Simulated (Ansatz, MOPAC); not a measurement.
Breaking a bond: LiF, singlet.

Methods: PM7, restricted, heats of formation (MOPAC); UKS-BLYP = unrestricted BLYP/def2-SVP (Ansatz, an electronic-structure program); FCI = full CI/def2-SVP, frozen core in Ansatz.

Energies relative to the lowest point of each curve near equilibrium, in kcal/mol:

| R / Å | PM7 | UKS-BLYP |
|---|---|---|
| 1.22 | 3.8 | 39.8 |
| 1.31 | 0.9 | 16.9 |
| 1.49 | 0.6 | 0.5 |
| 1.54 | 1.6 | 0.0 |
| 1.58 | 2.7 | 0.4 |
| 2.60 | 51.8 | 59.1 |
| 2.77 | 58.7 | 67.5 |
| 3.15 | 71.8 | 82.7 |
| 3.47 | 80.6 | 91.5 |
| 3.81 | 88.3 | 98.0 |
| 4.25 | 96.3 | 103.4 |
| 4.61 | 101.7 | 106.3 |

Task: Estimate the FCI values at these points.

Result: 1.22: 44.4; 1.31: 19.6; 1.49: 0.9; 1.54: 0.0; 1.58: 0.2; 2.60: 60.7; 2.77: 70.1; 3.15: 88.3; 3.47: 100.8; 3.81: 110.9; 4.25: 118.2; 4.61: 120.4 (kcal/mol).

The restricted form behind PM7 keeps the bonding electrons paired and can't separate into open-shell fragments. The unrestricted determinant behind UKS-BLYP is spin-contaminated at 3.15 to 6.19 Å (<S²> up to 0.6, against 0.00 for a pure singlet).
